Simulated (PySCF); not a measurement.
Gas-phase reaction: SiH3 + 2 SiCl2 + SiH ⇌ 4 SiHCl

Energies from PySCF, thermal terms from the rigid-rotor harmonic-oscillator model, ideal gas at 1 bar. † marks an energy on the PBE0/def2-TZVP geometry and frequencies. CCSD(T) freezes the core. Open shells (unrestricted): SiH3 (multiplicity 2), SiH (multiplicity 2, electronic degeneracy 4); the rest are closed-shell singlets. Spin-orbit splitting is ignored; it lowers the true energy and changes the entropy of SiH. SiHCl: computed as isolated molecules; such fragments, hydroxides, amides, oligomers or adducts are transient or little studied in the gas. CCSD(T) isn't extrapolated to the basis-set limit; its ΔH°(298 K) is 10.3 kJ in def2-SVP and 1.6 kJ in def2-TZVPP. The harmonic model lacks anharmonicity and excited electronic states, which grow with temperature; levels with a mode under 35 cm⁻¹ are left out.

| level | ΔE electronic, kJ | ΔH°(298 K), kJ | ΔS°(298 K), J/K | ΔG°(1800 K), kJ |
|---|---|---|---|---|
| CCSD(T)/def2-SVP† | 14 | 10 | 26 | -29 |
| PBE/def2-TZVP† | 19 | 16 | 26 | -23 |
| PBE0/def2-QZVP† | 26 | 23 | 26 | -16 |
| PBE0/def2-SVP† | 33 | 29 | 26 | -10 |
| ωB97X-V/def2-TZVP† | 6 | 3 | 26 | -36 |
ΔH° is lowest at ωB97X-V/def2-TZVP† and highest at PBE0/def2-SVP†. No reference value is set beside these.
